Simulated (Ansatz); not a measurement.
# SiGeHS, doublet in cc-pVDZ: errors against UCCSDT(Q)

Geometry: a PBE0/def2-TZVP stationary point for this spin, not checked as a minimum.

```tsv
atom	x (Å)	y (Å)	z (Å)
Ge	0.0000	-0.0178	0.9195
S	0.0000	0.9961	-1.1909
Si	0.0000	-1.1353	-1.0840
H	0.0000	1.2288	1.8240
```

Basis cc-pVDZ; Ansatz 0.2.0. Only valence electrons are correlated (noble-gas cores and the filled d shells of p-block atoms frozen), which leaves 15 electrons in 44 orbitals. R marks a restricted (for open shells ROHF) determinant, U an unrestricted one. Active spaces: frontier = (9e, 9o) about the gap. No spin–orbit coupling is included, and no scalar relativity.

Full CI isn't at hand for all of this; UCCSDT(Q) serves as the reference, and is uncertain by about the last step of the cluster series. The frozen core follows each run's orbitals, which can shift R against U totals by a few meV for light atoms and by up to 0.1 eV past Ca.

```
UHF ⟨S²⟩                          : 0.825
T1 diagnostic (RCCSD)             : 0.0340
largest doubles amplitude (RCCSD) : 0.076
T1 diagnostic (UCCSD)             : 0.0352
```

```csv
level,E − E(UCCSDT(Q)) (meV),wall time
UHF,9341,–
UMP2,1524,–
UCCSD,535,–
UCCSD(T),92,6.5 s
UCCSDT,45,–
```

Run but not shown, since their state, orbitals or frozen core can't be matched to the reference's or they repeat it: RHF, RMP2, CISD, RCCSD, RCCSD(T), BCCD(T), RCCSDT, RCCSDT(Q), CASSCF (frontier space), NEVPT2 (frontier space), MRCISD (frontier space), MRCISD+Q (frontier space).

Times hold each run's SCF and search for its determinant on a shared host, so for small cases they say little of a method's own cost; they ran on 1 thread of AMD EPYC 9B45.

Atomization energy (electronic, same basis, no zero-point term; atoms at the same level, unrestricted beside the R rows where the molecule is a closed shell, but restricted open-shell past Ca, as are all atoms' steps beyond CCSDT(Q)) at UCCSDT(Q): 852.2 kJ/mol. Errors of other levels:

| level | error (kJ/mol) |
| --- | --- |
| UHF | -297.6 |
| UMP2 | 5.4 |
| UCCSD | -41.1 |
| UCCSD(T) | -6.0 |
| UCCSDT | -3.9 |

This basis is far from its limit, so the value isn't to be set against a measured one.
